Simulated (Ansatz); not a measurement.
The same path of BF₂H (4 atoms, charge 0, multiplicity 1) was run twice with different band settings. Lost on the way: B1–H2, B1–F3. Made: H2–F3.

Method: RKS B3LYP-D4/def2-SVP (Ansatz 0.2.0).

Relaxed end points:

```xyz
4
Properties=species:S:1:pos:R:3
B 0.279 0.000 0.201
H 0.217 0.000 1.400
F 1.440 0.000 -0.417
F -0.812 0.000 -0.535
```

```xyz
4
Properties=species:S:1:pos:R:3
B -0.620 0.000 -0.144
H 1.322 0.000 0.551
F 2.216 0.000 0.835
F -1.794 0.000 -0.592
```

Common settings: climbing image yes; spring 5.0 eV/Å²; optimiser quadratic models (default); start path through a guess of the saddle point; force threshold 0.05 eV/Å; iteration limit 60; end points relaxed.

| run | movable images |
| --- | --- |
| 1 | 9 |
| 2 | 1 |

Problem. What does each run give, and how far can it be trusted?

Solution. Run 1: converged after 12 iterations, highest image 4.632 eV above the first end. Neighbouring images differ by up to 1.9 eV, so the band resolves the path poorly. A vibrational analysis at the climbing image gives one clearly imaginary mode, 1227i cm⁻¹: a first-order saddle point.
Run 2: converged after 28 iterations, highest image 4.632 eV above the first end. Neighbouring images differ by up to 4.6 eV, so the band resolves the path poorly. Another band between the same ends (9 images) ends at a top of the same energy, where a vibrational analysis finds 1 clearly imaginary mode. So few images can step over the top or miss a turn of the path.
The orbitals stay closed-shell, which can raise the energy where a bond breaks towards radicals; this wasn't checked here.
